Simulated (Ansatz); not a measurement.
A relaxed structure of Cu. Calculation: PBEsol (plane waves to 420 eV, PAW, scalar-relativistic; Ansatz, a first-principles code).

```
CELL_PARAMETERS angstrom
      0.00000     1.78196     1.78196
      1.78196     0.00000     1.78196
      1.78196     1.78196     0.00000
ATOMIC_POSITIONS crystal
  Cu 0.50000 0.50000 0.50000
```

Question: Determine the symmetry and give the standard cell with its independent sites.

Answer: Space group Fm-3m (No. 225); a = b = c = 3.5639 Å, α = β = γ = 90.00°

```json
[
 {"atom": "Cu", "site": "4b", "symmetry": "m-3m", "x": "0.5000", "y": "0.5000", "z": "0.5000"}
]
```

This is the fcc (Cu type).

Question: Give the shortest distances between elements (the closest pairs, up to four, under 3.6 Å).

Answer: Cu–Cu 2.52 Å.

The volume per atom is 11.32 Å³ and the band gap comes out as no gap (metallic).

No spin polarisation in the result.

Measured for Cu: a 3.595 Å (static lattice; corrected from measurement; as listed in Gábor I. Csonka et al., Physical Review B (2009)). Computed minus measured — a: PBEsol -0.9 %. The computed values are for a static lattice.

The run could not lose the symmetry of its start.
